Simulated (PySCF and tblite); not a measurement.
Results of a calculation; reference values are marked as such.
4 constitutional isomers of C6H5F:

```csv
isomer,SMILES
A,[CH2:1]=[C:2]1[CH:3]=[CH:4][C:5]([F:6])=[CH:7]1
B,[F:1][CH:2]=[C:3]1[CH:4]=[CH:5][CH:6]=[CH:7]1
C,[CH2:1]=[C:2]1[CH:3]=[CH:4][CH:5]=[C:6]1[F:7]
D,[F:1][c:2]1[cH:3][cH:4][cH:5][cH:6][cH:7]1
```

Each isomer is a Boltzmann average at 298.15 K over at most 5 conformers: GFN2-xTB geometries, energies B3LYP/def2-TZVP (IEF-PCM, chloroform) (D3(BJ) added where defined), GFN2-xTB thermal terms. Programs: PySCF with density fitting and tblite.

(1) Rank the isomers by free energy at 298.15 K.

Results:

(1) 
```json
{"isomer": "D", "ΔG (kcal/mol)": "0.0", "ΔE, lowest conformer": "0.0", "conformers": "1", "largest weight %": "100", "rms dipole (D)": "1.86"}
{"isomer": "B", "ΔG (kcal/mol)": "34.0", "ΔE, lowest conformer": "36.0", "conformers": "1", "largest weight %": "100", "rms dipole (D)": "1.26"}
{"isomer": "A", "ΔG (kcal/mol)": "34.5", "ΔE, lowest conformer": "36.5", "conformers": "1", "largest weight %": "100", "rms dipole (D)": "2.44"}
{"isomer": "C", "ΔG (kcal/mol)": "37.0", "ΔE, lowest conformer": "39.0", "conformers": "1", "largest weight %": "100", "rms dipole (D)": "1.56"}
```
